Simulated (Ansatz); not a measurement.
**Equilibrium lattice constant a of some III–V compounds, all zinc-blende**

Method: RPBE (Ansatz, an electronic-structure program, PAW). References are measured values corrected to a static lattice. The table is a random draw of 6 from 7 solids with such references.

Values in Å.

| solid | reference | RPBE | error (%) |
|---|---|---|---|
| zinc-blende GaP | 5.439 | 5.555 | +2.13 |
| zinc-blende AlAs | 5.649 | 5.772 | +2.18 |
| zinc-blende InAs | 6.047 | 6.255 | +3.44 |
| cubic BN | 3.593 | 3.644 | +1.42 |
| zinc-blende GaAs | 5.64 | ? | ? |
| zinc-blende InSb | 6.468 | 6.717 | +3.85 |

### Question
Estimate the withheld RPBE value.

### Answer
The errors of the other rows run from +1.42 % to +3.85 %, with a median of +2.18 %; carried to the reference 5.640 it gives 5.763 Å. The run gives 5.804 Å (+2.91 %), +0.71 % from the estimate; the row was drawn at random, and such an estimate is rough. Over these 6 solids the mean error is +2.65 %, the mean absolute error 2.65 % (median 2.54 %), and the worst case zinc-blende InSb at +3.85 %; the value is above the reference in 6 of 6 cases. Over all 7, from unrounded values, the mean error is +2.43 % and the mean absolute error 2.43 % (median 2.17 %).

All these references are brought to a static lattice.

Spin–orbit coupling is left out, also for the solids with elements from indium on (zinc-blende InAs, zinc-blende InSb); its size isn't shown.

Differences are worked out from the printed values.

Caveats: the cell is over a tenth larger than the published one: the level's own overestimate first of all, though another phase or state, or a fault of the published cell, is possible (zinc-blende InAs, zinc-blende InSb); the gap of the solid is closed in this run (zinc-blende InAs, zinc-blende InSb). Ansatz's density-functional and Hartree–Fock values are scalar-relativistic unless marked +SOC, with PAW data made under PBE.

Not in this set, of the III–V compounds with a reference value in our tables and a result at some level: 4 for a reference at room or unstated temperature; 3 for no value at RPBE (not run, a failed fit, an unstable or unbound cell, or a value held back for tests); 1 for a high-temperature or high-pressure phase. These can be a level's best or worst cases. At least 3 more with a reference value are held back for tests. Solids without a released value at any level aren't counted. Layered and molecular crystals are counted apart.

References as tabulated in Mejia-Rodriguez and Trickey (2018), arXiv:1807.09216; Goldzak et al. (2022), arXiv:2208.04865.
